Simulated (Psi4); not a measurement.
This Psi4 input (MP2/STO-3G) gives -112.46854 Eh with 12 basis functions.

```
memory 2025 MB

molecule {
0 1
O    -0.00091616   -0.01015443    0.67280603
C     0.00071614    0.00793741   -0.52591197
H    -0.00265489    0.95544190   -1.09932737
H     0.00568738   -0.92183092   -1.12764904
}

set {
  basis sto-3g
  scf_type df
  freeze_core true
}

energy('mp2')
print_variables()
```

Change:
```diff
- basis sto-3g
+ basis def2-qzvp
```

**Question.** What does the run give now?

**Answer.** -114.34494 Eh (MP2/def2-QZVP, 174 functions), a change of -1876.40 mEh.
